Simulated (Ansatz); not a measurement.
Compare A (`CC(N)C=N`) with its isomer B (`C/N=C\CN`).

Isolated molecules relaxed with PBE0-D4/def2-TZVP in Ansatz; ΔE leaves out vibrations. CCSD(T)/CBS is the MP2 limit (def2-TZVPP, def2-QZVPP) plus CCSD(T) − MP2 in def2-TZVPP, frozen cores. DFT in def2-TZVPP. B3LYP here is the variant with VWN-RPA as its local correlation; programs differ in this. One conformer a species, not always the lowest.

(1) Which isomer does CCSD(T)/CBS put lower? Give the gap. (Best estimate.)

(2) Give E(B) − E(A) in kcal/mol with MP2/def2-TZVPP, PBE-D4, ωB97M-V, CCSD/def2-TZVPP, B3LYP-D4, r2SCAN-D4, CCSD(T)/def2-TZVPP. (An estimate is asked.)

Largest T1 diagnostic: 0.011.

## Answers

(1) Computed: A, by 10.7 kcal/mol.

(2) Computed: MP2/def2-TZVPP 11.2, PBE-D4 8.9, ωB97M-V 10.7, CCSD/def2-TZVPP 10.8, B3LYP-D4 9.2, r2SCAN-D4 9.7, CCSD(T)/def2-TZVPP 10.8. None reverses the order clearly.

In def2-TZVPP, CCSD(T) changes the Hartree–Fock value by +0.8 kcal/mol (the triples alone add +0.0 kcal/mol) and MP2 by +1.2 kcal/mol. From PBE to PBE0 (25 % exact exchange), in def2-TZVPP and without D4, E(B) − E(A) moves by +0.7 kcal/mol.
